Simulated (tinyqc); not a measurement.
The basis set: RHF and MP2 along a ladder of basis sets, for H2O, spin multiplicity 1. Computed by the program tinyqc with PySCF. Same geometry throughout; the dipole is taken about the origin.

Geometry (angstrom):

| atom | x | y | z |
|---|---|---|---|
| O | 0.0000 | 0.0000 | 0.0000 |
| H | 0.0000 | 0.6750 | 0.5770 |
| H | 0.0000 | -0.6750 | 0.5770 |

RHF and frozen-core MP2 in a ladder of bases:

| basis | functions | E(RHF) (hartree) | E(MP2 corr) (hartree) | HOMO (eV) | LUMO (eV) | dipole (debye) |
|---|---|---|---|---|---|---|
| sto-3g | 7 | -74.937600 | -0.030878 | -10.9235 | 18.6451 | 1.8569 |
| 3-21g | 13 | -75.567134 | -0.116242 | -13.2371 | 7.6598 | 2.4983 |
| 6-31g | 13 | -75.969306 | -0.121685 | -13.8285 | 5.8755 | 2.6888 |
| cc-pvdz | 24 | -76.016784 | -0.197338 | -13.6257 | 5.2911 | 2.0647 |
| aug-cc-pvdz | 41 | -76.031788 | -0.213747 | -14.0734 | 0.9783 | 2.0248 |
| cc-pvtz | 58 | -76.048603 | -0.257114 | -13.9433 | 4.0008 | 2.0493 |

Estimate the missing row, basis = 6-31g**.

Computed row:
```
basis    functions  E(RHF) (hartree)  E(MP2 corr) (hartree)  HOMO (eV)  LUMO (eV)  dipole (debye)
6-31g**         24        -76.013110              -0.189756   -13.7220     6.1952          2.2088
```

From cc-pVDZ to cc-pVTZ the RHF energy falls by 31.8 mhartree and the correlation energy by 59.8. If valence correlation converges as X^-3, (27 E(T) - 8 E(D))/19 gives -0.2823 hartree, a rough estimate from such small X that usually falls short; STO-3G holds about 11 % of it. Beyond STO-3G the LUMO moves by 6.7 eV and the HOMO by 0.8 eV; diffuse functions lower the positive LUMO sharply, since an unbound virtual level tracks the most diffuse function.
